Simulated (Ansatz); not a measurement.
CH$_{6}$AlN (`C[NH][AlH2]`). The species carries charge 0 and has multiplicity 1. The geometry is a stationary point of PBE0-D4/def2-TZVP.

```xyz
9

C    -0.842    0.640    0.717
N     0.160   -0.355    0.397
Al    0.991   -0.627   -1.138
H    -0.516    1.318    1.515
H    -1.791    0.190    1.030
H    -1.049    1.253   -0.164
H     0.374   -0.942    1.190
H     2.053   -1.801   -1.197
H     0.619    0.324   -2.350
```

(1) What is the dipole moment at PBE/def2-TZVPP? (Best estimate.)

(2) And with r2SCAN, B3LYP, ωB97M-V? (Best estimate.)

(3) Give the Mulliken charges with PBE, B3LYP, r2SCAN in def2-TZVPP. (Estimate.)

Results:

(1) The calculation gave: 1.37 D, with components (-0.61, 0.15, 1.22) D in this frame, pointing from negative to positive charge.

(2) Computed: r2SCAN 1.33 D, B3LYP 1.25 D, ωB97M-V 1.20 D.

(3) Ansatz gave: 
```json
{"atom": "C1", "PBE": "-0.18", "B3LYP": "-0.17", "r2SCAN": "-0.03"}
{"atom": "N2", "PBE": "-0.28", "B3LYP": "-0.32", "r2SCAN": "-0.37"}
{"atom": "Al3", "PBE": "0.32", "B3LYP": "0.41", "r2SCAN": "0.46"}
{"atom": "H4", "PBE": "0.09", "B3LYP": "0.09", "r2SCAN": "0.05"}
{"atom": "H5", "PBE": "0.09", "B3LYP": "0.09", "r2SCAN": "0.05"}
{"atom": "H6", "PBE": "0.09", "B3LYP": "0.09", "r2SCAN": "0.05"}
{"atom": "H7", "PBE": "0.13", "B3LYP": "0.11", "r2SCAN": "0.13"}
{"atom": "H8", "PBE": "-0.13", "B3LYP": "-0.15", "r2SCAN": "-0.17"}
{"atom": "H9", "PBE": "-0.13", "B3LYP": "-0.16", "r2SCAN": "-0.17"}
```

B3LYP here is the variant with VWN-RPA as its local correlation; programs differ in this.
